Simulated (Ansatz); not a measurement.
# PO (sextet): the correlation ladder, def2-QZVPP

The task here is to estimate one member of a computed series from the others.

The runs use Ansatz 0.2.0, Gaussian basis; def2-QZVPP, core rule «outside noble gas», up to 6 orbitals frozen.

Plan: UHF; ROHF; CCSD(T) on UHF.

### The geometry

The geometry is a PBE0/def2-TZVP stationary point (not a proven minimum) of the parent state, kept for this charge and spin.

2 atoms, charge 0, spin multiplicity 6.

Atoms are counted from 1 here; the program's logs count them from 0.

Bond lengths: O1–P2 1.719 Å.

The first run:

The input, in.yaml:

```yaml
crystal:
  periodic: [false, false, false]
  atoms:
    - {symbol: O, position_ang: [0.000000, 0.000000, 0.000000]}
    - {symbol: P, position_ang: [0.000000, 0.000000, 1.718900]}
basis:
  gaussian: {orbitals: "def2-QZVPP.json"}
magnetization: {spin_polarized: true, initial_magnetization: 5}
hamiltonian: {xc: hf}
output: {orbitals: {seedname: orbitals}}
```

Started as:

```sh
> ansatz run in.yaml --threads 1 --pin off --events-out ev --progress --plain --max-ram 2393MiB
```

Among the steps run: UHF; ROHF; CCSD(T) on UHF.

One table of the session follows, with a row left open; its other results are not shown here.

| method | from UCCSD(T) (meV) |
| --- | --- |
| ROHF | ? |
| UHF | +8449.3 |
| UMP2 | +1021.2 |
| UCCSD | +338.2 |
| UCCSD(T) | 0 |

Estimate the missing values for ROHF.

The run gave: from UCCSD(T) (meV): +8820.8. In the column «from UCCSD(T) (meV)» it is the highest.
